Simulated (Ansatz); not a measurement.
# Which method gave which barrier?

Saddle point of CH7AlSi, singlet (CH₇AlSi ([CH3][AlH][SiH3]) → CH₃Al ([CH3][Al]) + SiH₄; bonds formed: Si2–H3; bonds broken: Al1–Si2, Al1–H3), PBE0-D4/def2-TZVP structure:

```xyz
10
angstrom
Al -0.4030 -0.7084 -0.5134
Si 0.7696 1.3118 -1.2453
H 0.5153 0.6408 0.3263
C -0.8699 -1.5206 1.2186
H -0.1896 2.4088 -0.9318
H 2.1660 1.5938 -0.8008
H 0.8810 1.2912 -2.7446
H -1.4418 -0.8156 1.8287
H 0.0358 -1.7748 1.7768
H -1.4631 -2.4269 1.0855
```

Computed with Ansatz 0.2.0 (basis: def2-TZVPP, with def2-QZVPP for the basis limit); correlated methods freeze the cores. Extrapolation: Hartree–Fock as exp(−7.88 √X), correlation as X^−2.97. Four methods, as single points on the PBE0-D4 structures, gave these electronic barriers from the start structure: 172.5, 179.5, 189.9, 236.0 kJ/mol.

(1) The methods were, in alphabetical order, BLYP-D4, CCSD(T), HF, PBE0-D4. Which gave which? (Judge from chemistry; the calculation decides.)

T1 diagnostic: at most 0.015. The restricted Hartree–Fock reference is unstable towards an unrestricted one at one or more of these structures.

## Answers

(1) By the calculation: BLYP-D4 172.5; PBE0-D4 179.5; CCSD(T) 189.9; HF 236.0 kJ/mol. For comparison, CCSD(T) at an estimated basis limit (MP2 extrapolated from triple and quadruple zeta, plus CCSD(T) − MP2 in triple zeta) gives 189.2 kJ/mol.

Losses and insertions of silylenes and their heavier kin drive the gas-phase chemistry of silicon and germanium vapour deposition.

Labels in which every atom is bracketed show which atoms are joined, not bond orders.

For scale, one of the runs: CCSD(T)/def2-TZVPP, 213 basis functions, launched by `ansatz run in.yaml --threads 2 --pin off --events-out ev --progress --plain --max-ram 4352MiB`. Hardware: 2 CPU threads of an Intel Xeon Platinum 8488C, shared host. Wall time 49 s; peak host memory 2.7 GiB.
